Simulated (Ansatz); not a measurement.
Al3H4⁻, relaxed as a singlet with RKS r2SCAN-D4/def2-TZVPD in Ansatz, starting from the GFN1-xTB geometry. Force threshold 0.02 eV/Å.

The restricted singlet is unstable towards broken spin symmetry in Hartree–Fock (as tested in another run); at r2SCAN-D4/def2-TZVPD this wasn't settled. The highest occupied level of the charge -1 singlet lies above zero (up to 0.03 eV). By energy differences its removal costs 1.88 eV (vertical, to the charge 0 doublet, at r2SCAN-D4/def2-TZVPD); a positive level beside a positive removal energy at the same level points to self-interaction error. The structure comes from a short search, and lower isomers may exist.

Start:

| atom | x (Å) | y (Å) | z (Å) |
| --- | --- | --- | --- |
| Al1 | -2.522 | 0.559 | 0.446 |
| Al2 | 0.032 | 0.507 | 0.260 |
| Al3 | 1.982 | -0.790 | -0.715 |
| H4 | -1.970 | -0.245 | -1.223 |
| H5 | 2.218 | -0.104 | 1.120 |
| H6 | -1.752 | -1.076 | 1.165 |
| H7 | 2.012 | 1.149 | -1.053 |

Task: Estimate the energy that the relaxation releases and the steps that it takes.

Result: 282.0 kJ/mol, in 17 steps; 35 s on 4 threads of Arm Neoverse V2 on a shared host. No frequencies were taken in this run, so the end may be a saddle point.

Task: Does the start keep its bonding?

Result: Bonds formed: Al1–Al3, Al1–H4, Al1–H6, Al2–H5, Al2–H7, Al3–H5, Al3–H7 (atoms count from 1).

Task: Predict the relaxed structure.

Result: 
```
atom    x (Å)    y (Å)    z (Å)
 Al1  -1.1836  -0.3012   0.0090
 Al2   0.8230   1.4178   0.5490
 Al3   1.3947  -0.8571  -0.5590
  H4  -2.2353   0.0184  -1.1830
  H5   1.7038  -0.0498   0.9804
  H6  -1.9557  -1.0801   1.2035
  H7   1.4531   0.8520  -0.9999
```
Bond lengths (bridged metal pairs left out): 2 × Al–Al 2.70 Å; 6 × Al–H 1.62 to 1.77 Å.
